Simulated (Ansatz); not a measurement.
**SiH3O2 (SMILES O[SiH]O) at 6 levels**

We compute a comparison of 6 runs (UHF/STO-3G, UB3LYP/6-31G*, UBLYP/def2-TZVP, UPBE/def2-TZVP, UCCSD(T)/def2-TZVP) of SiH3O2. 

Program for the calculation: Ansatz 0.2.0.

24 further runs of the same task are left out: 24 set aside as unsound or not needed. Runs told in other sessions of the task aren't counted.

**1. The molecule**

SiH3O2 has 6 atoms, charge 0, and is taken as a doublet. SMILES: `O[SiH]O`. One bond was lengthened or shortened from a relaxed shape.

Bond lengths: O1–Si2 1.652 Å, Si2–O3 1.887 Å, O1–H4 0.958 Å, Si2–H5 1.496 Å, O3–H6 0.959 Å. Angles: O1–Si2–O3 107.5°, O1–Si2–H5 112.0°, O3–Si2–H5 104.2°, Si2–O1–H4 117.1°, Si2–O3–H6 117.2°.

**2. A single-point energy at UHF/STO-3G (run 1)**

Contents of in.yaml:

```yaml
crystal:
  periodic: [false, false, false]
  atoms:
    - symbol: O
      position_ang: [-1.293016, -0.469155, -0.422702]
    - symbol: Si
      position_ang: [0.252084, 0.057545, -0.677302]
    - symbol: O
      position_ang: [1.071000, 0.255000, 1.010900]
    - symbol: H
      position_ang: [-1.732116, -0.904755, -1.154902]
    - symbol: H
      position_ang: [0.286984, 1.433545, -1.264002]
    - symbol: H
      position_ang: [0.987700, -0.475200, 1.627200]
basis:
  gaussian: {orbitals: STO-3G}
magnetization: {spin_polarized: true, initial_magnetization: 1}
hamiltonian: {xc: hf}
accuracy: high
output: {orbitals: {seedname: orbitals}}
```

Run with:

```
$ ansatz run in.yaml --threads 1 --pin off --max-ram 2610MiB --events-out events.jsonl --progress --plain --runs-dir runs
```

Log:

```text
Warning: RAYON_NUM_THREADS=1 ignored (pool sized by the plan → 1); use --threads N
Functional definition: HF
  name "HF"
  exchange = exact_x
  correlation = 0
408 factors; integrals over basis functions are off by at most 3.2e-8 eV
mean field evaluation 1: about -11832.6323 eV, gradient 2.0e1 eV
mean field evaluation 2: about -11832.7104 eV, gradient 2.0e1 eV
mean field evaluation 4: about -11835.9882 eV, gradient 1.6e0 eV
mean field evaluation 8: about -11836.0497 eV, gradient 9.9e-4 eV
mean field -11836.04664959 eV, -434.9666916119 hartree, gradient 1.5e-8 eV, S^2 0.758792; 0 other end points of the search recorded, 0 dependent functions left out
reference -11836.04664959 eV, -434.9666916119 hartree; 17, 16 occupied and 5, 6 virtual orbitals, 408 factors
Total energy: -11836.04664959 eV, -434.9666916119 hartree
```

Wall time 0.18 s (1 thread of Arm Neoverse V1, shared host).

**3. The energy at UB3LYP/6-31G(d) (spherical functions) (run 2)**

Contents of input.yaml:

```yaml
basis:
  gaussian:
    orbitals: 6-31G_st_-spherical.json
crystal:
  periodic: [false, false, false]
  atoms:
    - {symbol: O, position_ang: [-1.293016, -0.469155, -0.422702]}
    - {symbol: Si, position_ang: [0.252084, 0.057545, -0.677302]}
    - {symbol: O, position_ang: [1.071000, 0.255000, 1.010900]}
    - {symbol: H, position_ang: [-1.732116, -0.904755, -1.154902]}
    - {symbol: H, position_ang: [0.286984, 1.433545, -1.264002]}
    - {symbol: H, position_ang: [0.987700, -0.475200, 1.627200]}
magnetization:
  spin_polarized: true
  initial_magnetization: 1
hamiltonian:
  xc: {name: B3LYP}
accuracy: high
output: {orbitals: {seedname: orbitals}}
```

The basis set 6-31G* is read from a file made from the Basis Set Exchange's data (not shown).

Run with:

```
$ ansatz run input.yaml --threads 1 --pin off --max-ram 2610MiB --events-out events.jsonl --progress --plain --runs-dir runs
```

Log:

```text
Warning: RAYON_NUM_THREADS=1 ignored (pool sized by the plan → 1); use --threads N
Functional definition: B3LYP
  name "B3LYP"
  parameter a0 = 0.2
  parameter ax = 0.72
  parameter ac = 0.81
  exchange = (1 - a0 - ax)*slater_x + ax*b88_x + a0*exact_x
  correlation = (1 - ac)*vwn_rpa_c + ac*lyp_c
1096 factors; integrals over basis functions are off by at most 3.8e-9 eV
mean field evaluation 1: about -12011.6138 eV, gradient 4.9e1 eV
mean field evaluation 2: about -11976.4804 eV, gradient 1.0e2 eV
mean field evaluation 4: about -12019.8721 eV, gradient 7.9e0 eV
mean field evaluation 8: about -12020.2252 eV, gradient 1.2e-1 eV
mean field evaluation 16: about -12020.2253 eV, gradient 1.2e-4 eV
mean field -12020.22531029 eV, -441.7351325516 hartree, gradient 8.6e-8 eV, S^2 0.752041; 0 other end points of the search recorded, 0 dependent functions left out
reference -12020.22534417 eV, -441.7351337969 hartree; 17, 16 occupied and 35, 36 virtual orbitals, 1096 factors
Total energy: -12020.22534417 eV, -441.7351337969 hartree
```

Wall time 6.3 s (1 thread of Arm Neoverse V1, shared host); peak memory 0.2 GiB.

**4. The energy at UB3LYP/6-31G(d) (Cartesian functions) (run 3)**

Contents of in.yaml:

```yaml
crystal:
  periodic: [false, false, false]
  atoms:
    - {symbol: O, position_ang: [-1.293016, -0.469155, -0.422702]}
    - {symbol: Si, position_ang: [0.252084, 0.057545, -0.677302]}
    - {symbol: O, position_ang: [1.071000, 0.255000, 1.010900]}
    - {symbol: H, position_ang: [-1.732116, -0.904755, -1.154902]}
    - {symbol: H, position_ang: [0.286984, 1.433545, -1.264002]}
    - {symbol: H, position_ang: [0.987700, -0.475200, 1.627200]}
basis:
  gaussian:
    orbitals: "6-31G*"
magnetization:
  spin_polarized: true
  initial_magnetization: 1
hamiltonian:
  xc: {name: B3LYP}
accuracy: high
output: {orbitals: {seedname: orbitals}}
```

Run with:

```
$ ansatz run in.yaml --threads 1 --pin off --max-ram 2610MiB --events-out events.jsonl --progress --plain --runs-dir runs
```

Log:

```text
Warning: RAYON_NUM_THREADS=1 ignored (pool sized by the plan → 1); use --threads N
Functional definition: B3LYP
  name "B3LYP"
  parameter a0 = 0.2
  parameter ax = 0.72
  parameter ac = 0.81
  exchange = (1 - a0 - ax)*slater_x + ax*b88_x + a0*exact_x
  correlation = (1 - ac)*vwn_rpa_c + ac*lyp_c
1127 factors; integrals over basis functions are off by at most 3.5e-9 eV
mean field evaluation 1: about -12011.7922 eV, gradient 4.9e1 eV
mean field evaluation 2: about -11976.4251 eV, gradient 1.0e2 eV
mean field evaluation 4: about -12020.0270 eV, gradient 8.0e0 eV
mean field evaluation 8: about -12020.3477 eV, gradient 9.5e-2 eV
mean field evaluation 16: about -12020.3478 eV, gradient 1.0e-4 eV
mean field -12020.34776284 eV, -441.7396326001 hartree, gradient 2.6e-8 eV, S^2 0.752040; 0 other end points of the search recorded, 0 dependent functions left out
reference -12020.34779676 eV, -441.7396338467 hartree; 17, 16 occupied and 38, 39 virtual orbitals, 1127 factors
Total energy: -12020.34779676 eV, -441.7396338467 hartree
```

Run time: 6.6 s. Hardware: 1 thread of Arm Neoverse V1, shared host; peak memory 0.2 GiB.

Runs 4 to 5 aren't shown in full; the table further down has their settings and results.

**5. A single-point energy at UCCSD(T)/def2-TZVP (run 6)**

Contents of molecule.yaml:

```yaml
crystal:
  periodic: [false, false, false]
  atoms:
    - {symbol: O, position_ang: [-1.293016, -0.469155, -0.422702]}
    - {symbol: Si, position_ang: [0.252084, 0.057545, -0.677302]}
    - {symbol: O, position_ang: [1.071000, 0.255000, 1.010900]}
    - {symbol: H, position_ang: [-1.732116, -0.904755, -1.154902]}
    - {symbol: H, position_ang: [0.286984, 1.433545, -1.264002]}
    - {symbol: H, position_ang: [0.987700, -0.475200, 1.627200]}
basis:
  gaussian:
    orbitals: def2-TZVP
total_charge: 0
magnetization:
  spin_polarized: true
  initial_magnetization: 1
correlation:
  method: ccsd_t
  frozen_orbitals: {H: 0, O: 1, Si: 5}
accuracy: high
scf:
  omitted_lower_state_checks: [cluster_reference, increment]
```

Run with:

```
$ ansatz run molecule.yaml --threads 1 --pin off --max-ram 2610MiB --events-out events.jsonl --progress --plain --runs-dir runs
```

Log:

```text
Warning: RAYON_NUM_THREADS=1 ignored (pool sized by the plan → 1); use --threads N
[... 12 lines left out ...]
7 core orbitals not correlated: weight in the atoms' cores, before any rotation towards them, 1.000 or more for the frozen orbitals, at most 0.000 for the correlated occupied ones
[... 28 lines left out ...]
Total energy: -12003.68567951 eV, -441.1273123314 hartree
Checks for a lower state left out: cluster_reference, increment
```

It took 2.6 min on 1 thread of Arm Neoverse V1, shared host; peak memory 2.3 GiB.

**6. The series**

```csv
run,level,Cartesian functions,frozen core orbitals,energy (Eh),HOMO energy (eV),LUMO energy (eV),⟨S²⟩,wall time
1,UHF/STO-3G,no,–,-434.966692,-6.11,5.73,0.759,0.18 s
2,UB3LYP/6-31G* (spherical functions),no,–,-441.735134,-5.62,-2.61,0.752,6.3 s
3,UB3LYP/6-31G* (Cartesian functions),yes,–,-441.739634,-5.63,-2.61,0.752,6.6 s
4,UBLYP/def2-TZVP,no,–,-441.821346,-4.72,-3.31,0.752,10 s
5,UPBE/def2-TZVP,no,–,-441.533897,-4.88,-3.24,0.752,10 s
6,UCCSD(T)/def2-TZVP,no,7,-441.127312,–,–,0.756,2.6 min
```

**7. What came out**

| quantity | value |
| --- | --- |
| run 6: total energy | -441.12731 Eh |
| run 6: correlation energy (7 core orbitals frozen) | -616.0 mEh |
| run 6: (T) correction | -21.13 mEh |
| run 6: ⟨S²⟩ of the reference determinant | 0.756 |
| run 6: T1 diagnostic | 0.016 |

Totals of different functionals can't be ranked against each other. In run 1 the basis is minimal, so the values are rough. All runs together took 3.1 min, the longest 2.6 min.
